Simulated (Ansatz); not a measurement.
# LiPH₂ (triplet): wave-function methods side by side, def2-TZVPP

The task here is to estimate one member of a computed series from the others.

Program: Ansatz 0.2.0, Gaussian basis. Level of theory: def2-TZVPP, core rule «outside noble gas», up to 6 orbitals frozen. These are calculated values, not measurements.

The runs, in order: UHF; ROHF; CCSD(T) on UHF.

2 further runs of the same task are left out: 2 set aside as unsound or not needed.

**What is computed**

The geometry is a PBE0/def2-TZVP stationary point (not a proven minimum).

4 atoms, charge 0, spin multiplicity 3.

Atoms are counted from 1 here; the program's logs count them from 0.

Bond lengths: P1–H3 1.430 Å, P1–H4 1.420 Å. Angles: H3–P1–H4 93.2°.

Set-up of the first run:

in.yaml reads:

```yaml
crystal:
  periodic: [false, false, false]
  atoms:
    - {symbol: P, position_ang: [0.000000, 0.027316, 0.488956]}
    - {symbol: Li, position_ang: [0.000000, -0.001113, -2.577448]}
    - {symbol: H, position_ang: [0.000000, 0.504297, 1.836882]}
    - {symbol: H, position_ang: [0.000000, -1.336050, 0.886751]}
basis:
  gaussian: {orbitals: def2-TZVPP}
magnetization: {spin_polarized: true, initial_magnetization: 2}
hamiltonian: {xc: hf}
output: {orbitals: {seedname: orbitals}}
```

Launch:

```sh
$ ansatz run in.yaml --threads 1 --pin off --events-out ev --progress --plain --max-ram 2816MiB --backend cpu
```

Among the steps run: UHF; ROHF; CCSD(T) on UHF.

One of the session's tables, all rows but one given; the rest of the session is left out.

| method | from UCCSD(T) (kJ/mol) |
| --- | --- |
| ROHF | ? |
| UHF | +454.6 |
| UMP2 | +87.6 |
| UCCSD | +15.5 |
| UCCSD(T) | 0 |

Q: Estimate the row for ROHF from the others.

As computed: from UCCSD(T) (kJ/mol): +469.3. In the column «from UCCSD(T) (kJ/mol)» it is the highest.

With the free atoms at the same levels and basis (separate runs), the atomisation energy is 6.478 eV at UCCSD(T), 4.477 eV at ROHF.
